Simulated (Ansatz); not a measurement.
BC, quartet in aug-cc-pVDZ: errors against full CI

Geometry: a point of a stretch scan, not a stationary point.

```xyz
2

B     0.0000    0.0000    0.0000
C     0.0000    0.0000    4.0320
```

Basis aug-cc-pVDZ; Ansatz 0.2.0. Correlated methods freeze the noble-gas cores, which leaves 7 electrons in 44 orbitals. Prefix R: restricted or restricted open-shell reference; prefix U: unrestricted. Active spaces: pair = (5e, 5o) about the gap; valence = (7e, 8o) chosen from the atoms' valence shells.

Full CI is exact within this basis and frozen core; it isn't the basis-set limit. The frozen core follows each run's orbitals, which can shift R against U totals by a few meV.

For open shells CISD and CISDTQ are restricted-active-space CI with the open shells as a complete middle space.

- UHF ⟨S²⟩: 3.770
- T1 diagnostic (RCCSD): 0.0226
- largest doubles amplitude (RCCSD): 0.075
- T1 diagnostic (UCCSD): 0.0136

```
    level  E − E(full CI) (kcal/mol)  share of correlation (%)    wall time
      RHF                      93.00                      0.00            –
      UHF                      87.84                      5.55            –
     RMP2                      30.84                     66.83            –
     UMP2                      30.45                     67.26            –
     CISD                       7.63                     91.79        4.1 s
    RCCSD                       2.53                     97.28            –
    UCCSD                       2.40                     97.42            –
 RCCSD(T)                       0.99                     98.93         11 s
 UCCSD(T)                       0.96                     98.97         19 s
  BCCD(T)                       0.99                     98.94        7.5 s
   RCCSDT                       0.37                     99.60            –
   UCCSDT                       0.35                     99.62            –
   CISDTQ                       0.44                     99.53  34 s (H100)
RCCSDT(Q)                       0.28                     99.69         27 s
UCCSDT(Q)                       0.28                     99.70         28 s
  RCCSDTQ                       0.02                     99.97  37 s (H100)
  UCCSDTQ                       0.02                     99.98  41 s (H100)
```

The correlation energy at full CI, counted from RHF, is -4.033 eV. That run took 4.5 min on 5 threads of AMD EPYC 7R13 with a whole H100 80 GB, shared host over 256,945,360 determinants.

Run but not shown, since their state or frozen core can't be matched to the reference's or they repeat it: CASSCF (pair space), NEVPT2 (pair space), MRCISD (pair space), MRCISD+Q (pair space), CASSCF (valence space), NEVPT2 (valence space), NEVPT4(SD) (valence space), MRCISD (valence space), MRCISD+Q (valence space).

Times hold each run's SCF and search for its determinant on a shared host, so for small cases they say little of a method's own cost; rows without a card ran on 1 thread of AMD EPYC 7R13.

The full-CI state has the irrep A2 of C2v, in the program's axes (one component, if the state is degenerate).

Natural occupations of full CI about the gap: 1.923 1.874 0.849 0.849 0.713 0.321 0.190 0.190 0.010 0.008; effectively unpaired electrons, Σ n²(2−n)², 3.36.
